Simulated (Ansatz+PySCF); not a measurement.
# singlet C₃H₆: levels of theory in one basis

```xyz
9

C     0.0000   -0.4541   -0.1192
C     0.0000   -0.4673    1.2146
C     0.0000    0.7691   -0.9750
H     0.0000   -1.4146   -0.6513
H     0.0000   -1.4047    1.7771
H     0.0000    0.4612    1.7958
H     0.0000    1.6890   -0.3718
H     0.8829    0.7916   -1.6359
H    -0.8829    0.7916   -1.6359
```

Basis set: def2-SVP (spherical functions). Correlated methods keep 3 orbitals frozen. Charge 0, multiplicity 1.

Computed with Ansatz (development build ahead of 0.2.0); each method stands on the lowest determinant of its kind that the runs found. NEVPT2 correlates all electrons. Active spaces start from the frontier orbitals, and the lowest solution found is given.

```csv
method,E − E(RHF) (eV),<S²> of the determinant
RHF,0.00,0.00
RHF-CCSD,-12.50,–
RHF-CCSD(T),-12.91,–
"CASSCF(2,2)",-0.75,–
"SC-NEVPT2(2,2)",-11.71,–
```

(1) What does RHF-MP2 give on the same scale?

(2) Is a single determinant a sound starting point here?

Results:

(1) -11.37 eV.

(2) By this sign, yes. Unrestricted orbitals gain 0.00 eV and <S²> is 0.00 against 0.00 for a pure state. The CASSCF(2,2) natural occupations are 1.92, 0.08.
